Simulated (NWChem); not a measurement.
Species: methane (CH₄); SMILES C

All runs: NWChem. Geometry: optimised at PBE0/def2-SVP. B3LYP is NWChem's, with the RPA form of VWN correlation. Vertical excitations in the gas phase.

**Question.** What does the run give for B3LYP/def2-SVPD, full TDDFT? Quantities: lowest excitation, singlet (eV); oscillator strength of that lowest state; orbital gap (eV).

**Answer.** 
```
Quantity                                  Result
----------------------------------------  ------
lowest excitation, singlet (eV)            10.26
oscillator strength of that lowest state   0.129
orbital gap (eV)                           11.35
```
